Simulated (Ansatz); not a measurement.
What a trial cell of RbAg3 relaxes into

The calculation used DFT PBE, scalar-relativistic, plane waves, PAW in Ansatz 0.2.0. Cutoff 420 eV, Γ-centred k mesh, Gaussian smearing, no spin polarisation in the final step.

A relaxed cell is given with its space group left out.

```
Rb Ag
1.0
     4.68280    0.00000    0.00000
     0.00000    4.68280    0.00000
     0.00000    0.00000    4.68280
Rb Ag
1 3
Direct
  0.00000 0.00000 0.00000
  0.00000 0.50000 0.50000
  0.50000 0.00000 0.50000
  0.50000 0.50000 0.00000
```

Energies over the elements count from the elements' standard structures at the same level, with no empirical corrections.

(1) What space group does it have?

(2) What is its formation energy per atom?

(3) Is it a metal?

## Answers

(1) Pm-3m (No. 221). Conventional cell: a = 4.683 Å. Rb is coordinated by 12 Ag at 3.31 Å; Ag has 4 Rb at 3.31 Å and 8 Ag at 3.31 Å.

(2) 0.41 eV/atom.

(3) Yes, bands cross the Fermi level on the 10×10×10 mesh.

The final run used a 10×10×10 mesh on its 4-atom cell and 0.10 eV smearing. For metals, differences of a few meV/atom aren't resolved. The cell came from a trial start, so RbAg3 may not exist in this structure.

Cost: 3 runs of about 2.3 core-minutes in all, on Intel Xeon 6975P-C (Granite Rapids) (shared hosts).